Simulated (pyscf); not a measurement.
**Four-centre exchange: H₂B–Cl (SMILES BCl) + NH₃ (SMILES N) → H₂B–NH₂ (SMILES BN) + HCl (SMILES Cl)**

Gas phase, singlet surface, charge 0. Bonds broken: B1–Cl2, H3–N5. Bonds formed: B1–N5, Cl2–H3. Single points on ωB97X-D3(BJ)/def2-SVP structures (PySCF, gas phase). Correlated levels are frozen-core, on RHF or UHF. ΔMP2 is the change of the MP2 total energy from the triple- to the quadruple-zeta basis.

Transition state (Å):

```xyz
8

B      0.6542    -0.0769    -0.0851
Cl     0.0109     1.4077    -1.9053
H     -0.4206     1.3990    -0.4671
H      0.2262    -1.1238    -0.4926
N     -0.2796     0.7716     0.7316
H      1.8282     0.1690    -0.0039
H      0.1265     1.3784     1.4398
H     -1.1482     0.3495     1.0510
```

One imaginary mode, 1131i cm⁻¹; descent along it reached the two sides named, in the forms told below.

```
bond    change  reactant side (Å)  saddle  product side
------  ------  -----------------  ------  ------------
B1–Cl2  breaks              1.865   2.435           3.6
H3–N5   breaks              1.024   1.360         2.156
B1–N5    forms              1.664   1.503         1.403
Cl2–H3   forms              2.543   1.502         1.292
```

Electronic energies relative to the separated reactants (eV):

```tsv
level	barrier	reaction energy	reverse barrier
ωB97X-D3(BJ)/def2-TZVP	0.09	-0.50	0.58
PBE/def2-TZVP	-0.12	-0.54	0.42
r²SCAN/def2-TZVP	-0.08	-0.52	0.44
B3LYP-D3(BJ)/def2-TZVP	0.02	-0.55	0.58
PBE0-D3(BJ)/def2-TZVP	-0.08	-0.53	0.45
M06-2X/def2-TZVP	0.04	-0.53	0.57
ωB97M-D3(BJ)/def2-TZVP	0.07	-0.55	0.62
HF/def2-TZVP	0.67	-0.48	1.15
MP2/def2-QZVPP	0.09	-0.49	0.58
CCSD/def2-TZVPP	0.27	-0.52	0.79
CCSD(T)/def2-TZVPP	0.18	-0.51	0.69
CCSD(T)/def2-TZVPP + ΔMP2(QZVPP)	0.17	-0.51	0.68
```

With CCSD(T)/def2-TZVPP + ΔMP2(QZVPP) energies and thermal terms (ideal gas, 1 atm, RRHO with modes under 100 cm⁻¹ raised to 100, one conformer, R ln 2 for rigid chiral ones), in eV:

```
T (K)   ΔH‡   ΔG‡     ΔH     ΔG
-----  ----  ----  -----  -----
298    0.11  0.56  -0.54  -0.50
600    0.11  1.02  -0.53  -0.47
900    0.15  1.47  -0.51  -0.44
1200   0.18  1.91  -0.49  -0.42
```

On the reactant side the descent ends in an adduct with a B–N contact, 1.24 eV under the separated species and 1.33 eV under the saddle at ωB97X-D3(BJ)/def2-TZVP. At PBE, r²SCAN, PBE0-D3(BJ) the saddle lies under the separated reactants, which points to a path from their complex (located at ωB97X-D3(BJ) alone). What is counted as formed (B–N) is already present as a longer contact in the reactant adduct; forming that adduct is a step of its own. This is the saddle that the search found; another between the same sides may lie lower. The CCSD(T) − MP2 part came from Ansatz, without density fitting, on the same reference.
